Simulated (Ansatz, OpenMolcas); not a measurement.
How methods differ on C4H6 (1,2-butadiene)

The species is C4H6 (10 atoms), meant as a singlet with charge 0. SMILES: `C=C=CC`. The shape is that of a PBE0-D4/def2-TZVP optimisation.

Quantity: the atomisation enthalpy at 298 K, in kJ/mol. The values are calculated. The thermal term (zero-point and 298 K enthalpy, harmonic and unscaled) is that of PBE0-D4/def2-TZVP; the spin-orbit lowering of the free atoms at 298 K, 0.1 kJ/mol by their spectra, is taken off.

**The experiment to reproduce.** CRC Handbook of Chemistry and Physics gives the atomisation enthalpy at 298 K of the gas as 4013 kJ/mol.

| level | kind | program | value (kJ/mol) | computed − measured |
| --- | --- | --- | --- | --- |
| BLYP/cc-pVDZ | GGA | Ansatz | 3924 | -89 |
| r2SCAN/cc-pVDZ | meta-GGA | OpenMolcas | 3968 | -45 |
| PBE0/cc-pVDZ | global hybrid | OpenMolcas | 3987 | -26 |
| r2SCAN0/cc-pVDZ | hybrid meta-GGA | Ansatz | 3912 | -101 |
| RPA@PBE/cc-pVDZ | RPA | Ansatz | 3546 | -467 |
| RPA@PBE0/cc-pVDZ | RPA | Ansatz | 3604 | -409 |
| MP2/cc-pVDZ | perturbation theory | Ansatz | 3758 | -255 |
| BCCD(T)/cc-pVDZ | coupled cluster or CI | Ansatz | 3705 | -308 |

Nearest: PBE0/cc-pVDZ (-26 kJ/mol); farthest: RPA@PBE/cc-pVDZ (-467 kJ/mol). Computed less measured by kind, in kJ/mol (of the ab initio rows, those in cc-pVDZ): GGA -89; meta-GGA -45; global hybrid -101 to -26; RPA -467 to -409; perturbation theory -255; coupled cluster or CI -308. In a finite basis correlated wave-function methods underbind, so their errors here aren't those of the basis-set limit.
